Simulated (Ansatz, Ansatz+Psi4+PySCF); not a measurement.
```yaml
atoms:
  - { symbol: Si, position_ang: [0.0000, 0.0000, 0.1313] }
  - { symbol: H, position_ang: [0.0000, 1.0969, -0.9189] }
  - { symbol: H, position_ang: [0.0000, -1.0969, -0.9189] }
```

Basis set: cc-pVTZ on H; cc-pV(T+d)Z on Si (spherical functions). Frozen core: 5 orbitals. Charge 0, multiplicity 1.

Computed with Ansatz (development build ahead of 0.2.0); free ground-state atoms in the same class of orbitals, no zero-point energy, no relativity.

The atomization energy of singlet SiH₂ from measured heats of formation, zero-point and thermal terms removed is 6.568 eV (G2/97 set, Curtiss et al., J. Chem. Phys. 106, 1063 (1997), as shipped with ASE); it holds spin-orbit and other relativistic effects.

Task: How far do RHF-CCSD(T), RHF-MP2 miss it in this basis?

Result:

```
     method  atomization energy (eV)  computed − measured (eV)
RHF-CCSD(T)                    6.511                    -0.057
    RHF-MP2                    6.226                    -0.342
```

Caution: unrestricted orbitals would lower the determinant.
